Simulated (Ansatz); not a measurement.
Basis-set series for `N#C[SiH3]`. Total charge 0; spin multiplicity 1. Geometry: relaxed with PBE0-D4/def2-TZVP.

```
functional       basis  functions  energy (Eh)  HOMO (eV)  LUMO (eV)
   PBE0-D4    def2-SVP         61   -383.73093      -9.80      -0.40
   PBE0-D4  def2-QZVPP        274   -383.95662      -9.87      -0.66
   ωB97M-V    def2-SVP         61   -383.90794     -12.05       1.78
   ωB97M-V  def2-QZVPP        274   -384.13784     -12.16       1.32
```

(1) Give the rows for def2-TZVPP. (An estimate is asked.)

Results:

(1) Computed: 
```csv
functional,basis,functions,energy (Eh),HOMO (eV),LUMO (eV)
PBE0-D4,def2-TZVPP,146,-383.94180,-9.86,-0.62
ωB97M-V,def2-TZVPP,146,-384.12430,-12.15,1.45
```

Positive LUMOs are unbound and depend on the basis.
